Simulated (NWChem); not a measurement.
The numbers come from NWChem runs, not from measurements. System: DMSO (C$_{2}$H$_{6}$OS), charge 0, spin multiplicity 1, at a geometry optimised with PBE/def2-SVP. Level: TPSS/cc-pVDZ.

The NWChem input:

```
start mol
memory heap 200 mb stack 900 mb global 1100 mb
geometry units angstroms nocenter noautoz
  C     -0.661296     0.521815    -1.372475
  S      0.503949     0.096677     0.000000
  C     -0.661296     0.521815     1.372475
  O      0.636018    -1.414714     0.000000
  H     -0.137370     0.248382    -2.307720
  H     -0.898249     1.604150    -1.367746
  H     -1.572274    -0.097983    -1.258098
  H     -1.572274    -0.097983     1.258098
  H     -0.137370     0.248382     2.307720
  H     -0.898249     1.604150     1.367746
  symmetry group Cs
end
basis spherical
  * library cc-pvdz
end
dft
  xc xtpss03 ctpss03
  semidirect memsize 60000000 filesize 0
  iterations 100
  grid fine
end
task dft energy
```

NWChem printed:

```
             Northwest Computational Chemistry Package (NWChem) 7.3.0
             --------------------------------------------------------

                                NWChem Input Module
                                -------------------

 Scaling coordinates for geometry "geometry" by  1.889725989
 (inverse scale =  0.529177249)

 Turning off AUTOSYM since
 SYMMETRY directive was detected!

                             Geometry "geometry" -> ""
                             -------------------------

 Output coordinates in angstroms (scale by  1.889725989 to convert to a.u.)

  No.       Tag          Charge          X              Y              Z
 ---- ---------------- ---------- -------------- -------------- --------------
    1 C                    6.0000    -0.66129600     0.52181500    -1.37247500
    2 S                   16.0000     0.50394900     0.09667700     0.00000000
    3 C                    6.0000    -0.66129600     0.52181500     1.37247500
    4 O                    8.0000     0.63601800    -1.41471400     0.00000000
    5 H                    1.0000    -0.13737000     0.24838200    -2.30772000
    6 H                    1.0000    -0.89824900     1.60415000    -1.36774600
    7 H                    1.0000    -1.57227400    -0.09798300    -1.25809800
    8 H                    1.0000    -1.57227400    -0.09798300     1.25809800
    9 H                    1.0000    -0.13737000     0.24838200     2.30772000
   10 H                    1.0000    -0.89824900     1.60415000     1.36774600

 Effective nuclear repulsion energy (a.u.)     180.7119133638

            Nuclear Dipole moment (a.u.)
            ----------------------------
        X                 Y               Z
 ---------------- ---------------- ----------------
    -0.0000188973    -0.0000037795     0.0000000000

      Symmetry information
      --------------------

 Group name             Cs
 Group number              2
 Group order               2
 No. of unique centers     6

      Symmetry unique atoms

     1    2    4    5    6    7


 Summary of "ao basis" -> "" (spherical)
 ------------------------------------------------------------------------------
       Tag                 Description            Shells   Functions and Types
 ---------------- ------------------------------  ------  ---------------------
 *                          cc-pvdz                   on all atoms

                                 NWChem DFT Module
                                 -----------------

 Summary of "ao basis" -> "ao basis" (spherical)
 ------------------------------------------------------------------------------
       Tag                 Description            Shells   Functions and Types
 ---------------- ------------------------------  ------  ---------------------
 C                          cc-pvdz                  6       14   3s2p1d
 S                          cc-pvdz                  8       18   4s3p1d
 O                          cc-pvdz                  6       14   3s2p1d
 H                          cc-pvdz                  3        5   2s1p

 Summary of "ao basis" -> "ao basis" (spherical)
 ------------------------------------------------------------------------------
       Tag                 Description            Shells   Functions and Types
 ---------------- ------------------------------  ------  ---------------------
 C                          cc-pvdz                  6       14   3s2p1d
 S                          cc-pvdz                  8       18   4s3p1d
[...]
 d= 0,ls=0.0,diis     5   -553.2388965445 -6.33D-03  3.19D-04  1.32D-03     4.6
  Resetting Diis
 d= 0,ls=0.0,diis     6   -553.2390701788 -1.74D-04  7.70D-05  8.25D-05     5.1
 d= 0,ls=0.0,diis     7   -553.2390806782 -1.05D-05  5.04D-05  3.98D-06     5.7
 d= 0,ls=0.0,diis     8   -553.2390804595  2.19D-07  3.15D-05  6.10D-06     6.2
 d= 0,ls=0.0,diis     9   -553.2390812081 -7.49D-07  8.02D-06  7.54D-07     6.8

         Total DFT energy =     -553.239081208116
      One electron energy =    -1118.510647961926
           Coulomb energy =      431.990117193190
    Exchange-Corr. energy =      -47.430463803137
 Nuclear repulsion energy =      180.711913363757

 Numeric. integr. density =       41.999999624949

     Total iterative time =      6.1s

                  Occupations of the irreducible representations
                  ----------------------------------------------

                     irrep           alpha         beta
                     --------     --------     --------
                     a'               14.0         14.0
                     a"                7.0          7.0

                       DFT Final Molecular Orbital Analysis
                       ------------------------------------

 Vector   19  Occ=2.000000D+00  E=-3.081580D-01  Symmetry=a'
              MO Center=  4.0D-01, -4.3D-01, -1.4D-15, r^2= 2.6D+00
   Bfn.  Coefficient  Atom+Function         Bfn.  Coefficient  Atom+Function
  ----- ------------  ---------------      ----- ------------  ---------------
    23      0.294291   2 S  py               22      0.278354   2 S  px
    50      0.274375   4 O  px               51     -0.267706   4 O  py
    25      0.236927   2 S  px               18      0.207809   2 S  s
    53      0.177027   4 O  px               54     -0.174789   4 O  py
    49      0.149024   4 O  s                71      0.137613   7 H  s

 Vector   20  Occ=2.000000D+00  E=-2.168203D-01  Symmetry=a"
              MO Center=  3.8D-01, -9.0D-01,  8.0D-15, r^2= 2.0D+00
   Bfn.  Coefficient  Atom+Function         Bfn.  Coefficient  Atom+Function
  ----- ------------  ---------------      ----- ------------  ---------------
    52      0.553915   4 O  pz               55      0.416709   4 O  pz
     3      0.188431   1 C  s                35     -0.188431   3 C  s
     6      0.142931   1 C  pz               38      0.142931   3 C  pz
    29     -0.119744   2 S  d -1              4      0.115919   1 C  px
    36     -0.115919   3 C  px                7      0.106454   1 C  px

 Vector   21  Occ=2.000000D+00  E=-1.822187D-01  Symmetry=a'
              MO Center=  4.6D-01, -7.2D-01, -4.3D-15, r^2= 2.2D+00
   Bfn.  Coefficient  Atom+Function         Bfn.  Coefficient  Atom+Function
  ----- ------------  ---------------      ----- ------------  ---------------
    50      0.518042   4 O  px               53      0.411935   4 O  px
    18     -0.337217   2 S  s                 3      0.201397   1 C  s
    35      0.201397   3 C  s                22     -0.197941   2 S  px
    26     -0.173653   2 S  py               23     -0.123349   2 S  py
     9      0.122339   1 C  pz               41     -0.122339   3 C  pz

 Vector   22  Occ=0.000000D+00  E= 1.468646D-02  Symmetry=a"
              MO Center=  1.4D-01,  1.2D-01,  3.7D-14, r^2= 3.5D+00
   Bfn.  Coefficient  Atom+Function         Bfn.  Coefficient  Atom+Function
  ----- ------------  ---------------      ----- ------------  ---------------
    27      0.886925   2 S  pz                3      0.826886   1 C  s
    35     -0.826886   3 C  s                24      0.416163   2 S  pz
    72     -0.314369   7 H  s                77      0.314369   8 H  s
    55     -0.276565   4 O  pz                9      0.245772   1 C  pz
    41      0.245772   3 C  pz               52     -0.239019   4 O  pz

 Vector   23  Occ=0.000000D+00  E= 2.666655D-02  Symmetry=a'
              MO Center=  3.2D-01,  1.2D-01, -1.5D-14, r^2= 3.0D+00
   Bfn.  Coefficient  Atom+Function         Bfn.  Coefficient  Atom+Function
  ----- ------------  ---------------      ----- ------------  ---------------
    26      0.769332   2 S  py               25     -0.576043   2 S  px
    49      0.443026   4 O  s                23      0.307864   2 S  py
    54      0.302533   4 O  py               67     -0.302317   6 H  s
    87     -0.302317  10 H  s                51      0.285147   4 O  py
     3     -0.258194   1 C  s                 9     -0.259065   1 C  pz

 Vector   24  Occ=0.000000D+00  E= 3.890029D-02  Symmetry=a'
              MO Center= -9.8D-01,  7.5D-01, -2.5D-14, r^2= 5.9D+00
   Bfn.  Coefficient  Atom+Function         Bfn.  Coefficient  Atom+Function
  ----- ------------  ---------------      ----- ------------  ---------------
     3      1.126424   1 C  s                35      1.126424   3 C  s
    67     -0.730224   6 H  s                87     -0.730224  10 H  s
    72     -0.625635   7 H  s                77     -0.625635   8 H  s
    62     -0.454831   5 H  s                82     -0.454831   9 H  s
    18      0.428083   2 S  s                 7     -0.315120   1 C  px

 center of mass
 --------------
 x =   0.12493315 y =  -0.08422658 z =   0.00000000

 moments of inertia (a.u.)
 ------------------
         381.839555370055          84.094361807780          -0.000000000000
          84.094361807780         336.736356707211           0.000000000000
          -0.000000000000           0.000000000000         269.306605354449

     Multipole analysis of the density
     ---------------------------------

     L   x y z        total         alpha         beta         nuclear
     -   - - -        -----         -----         ----         -------
     0   0 0 0     -0.000000    -21.000000    -21.000000     42.000000

     1   1 0 0     -0.674271     -0.337126     -0.337126     -0.000019
     1   0 1 0      1.227382      0.613693      0.613693     -0.000004
     1   0 0 1     -0.000000     -0.000000     -0.000000      0.000000

     2   2 0 0    -24.231106    -46.295759    -46.295759     68.360413
     2   1 1 0      1.023347     24.083581     24.083581    -47.143815
     2   1 0 1      0.000000      0.000000      0.000000      0.000000
     2   0 2 0    -26.594836    -57.431385    -57.431385     88.267934
     2   0 1 1     -0.000000     -0.000000     -0.000000      0.000000
     2   0 0 2    -21.505819    -82.464298    -82.464298    143.422778

 Task  times  cpu:        6.8s     wall:        6.8s

 Total times  cpu:        6.8s     wall:        6.8s
```
